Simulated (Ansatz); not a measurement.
**BOF (SMILES O=BF): a relaxed scan of the bond length O1–B2**

One table from this session's results is given with a row withheld; the runs are named, their logs left out.

Program: Ansatz 0.2.0, Gaussian basis. Level of theory: single points in def2-TZVPP. These are calculated values, not measurements.

Levels: PBE-D4, r2SCAN-D4, PBE0-D4, B3LYP-D4, wB97M-V, Hartree-Fock, MP2, CCSD, CCSD(T). The scan takes 1.085, 1.110, 1.145, 1.186, 1.232, 1.282, 1.334, 1.390, 1.447 Å.

Correlated methods freeze the cores. B3LYP uses VWN-RPA correlation.

10 further runs of the same task are left out: 10 set aside as unsound or not needed.

## The starting structure

The minimum, relaxed at PBE0-D4: 3 atoms, charge 0, spin multiplicity 1.

Atoms are counted from 1 here; the program's logs count them from 0.

Bond lengths: O1–B2 1.206 Å, B2–F3 1.282 Å. Angles: O1–B2–F3 180.0°.

Geometry (Å):

```
O     0.98313   -0.56513    0.47994
B     0.02027   -0.01165    0.00989
F    -1.00340    0.57678   -0.48983
```

Energies of the minimum (eV), from earlier single points: PBE-D4 -5439.09664, r2SCAN-D4 -5442.21144, PBE0-D4 -5439.01302, B3LYP-D4 -5444.96655, wB97M-V -5443.46545, CCSD(T) -5435.49048.

At the minimum the bond length O1–B2 is 1.206 Å.

Set-up of the first run:

relax/in.yaml reads:

```yaml
crystal:
  periodic: [false, false, false]
  atoms:
    - {symbol: O, position_ang: [0.983135, -0.565126, 0.479935]}
    - {symbol: B, position_ang: [0.116860, -0.067172, 0.057047]}
    - {symbol: F, position_ang: [-0.906809, 0.521261, -0.442674]}
basis:
  gaussian: {orbitals: def2-TZVP}
hamiltonian: {xc: pbe0, dispersion: d4}
relax: {f_tol: 0.005, max_steps: 200, constraints: [{distance: [0, 1]}]}
```

The command line of these runs was not kept.

Among the steps run: O1–B2 = 1.085 Å; O1–B2 = 1.110 Å; O1–B2 = 1.145 Å; O1–B2 = 1.186 Å; O1–B2 = 1.232 Å; O1–B2 = 1.282 Å; O1–B2 = 1.334 Å; O1–B2 = 1.390 Å; O1–B2 = 1.447 Å.

One table of the session follows, with a row left open; its other results are not shown here.

Energies less that of the minimum at the same level (meV):

```
bond length (Å)  PBE-D4  PBE0-D4  B3LYP-D4  wB97M-V  Hartree-Fock
          1.085     977      843       849      855           636
          1.110     609      502       507      511           335
          1.145       ?        ?         ?        ?             ?
          1.186      41       18        20       20           -18
1.206 (minimum)       0        0         0        0             0
          1.232      -1       28        26       26            76
          1.282     133      219       209      213           358
          1.334     416      560       542      551           793
          1.390     834     1039      1009     1026          1369
          1.447    1337     1602      1559     1587          2021
```

**Question.** Estimate the row for bond length (Å) = 1.145.

Worked estimate for «PBE-D4». A straight line through the neighbours (1.110, 609) and (1.186, 41) gives 609 + (41 − 609) × (1.145 − 1.110) / (1.186 − 1.110) = 347; a parabola fitted to 4 rows on both sides gives 266.

**Answer.** PBE-D4: 256; PBE0-D4: 188; B3LYP-D4: 192; wB97M-V: 193; Hartree-Fock: 79. In «PBE-D4» the line misses by +91 and the parabola by +10.
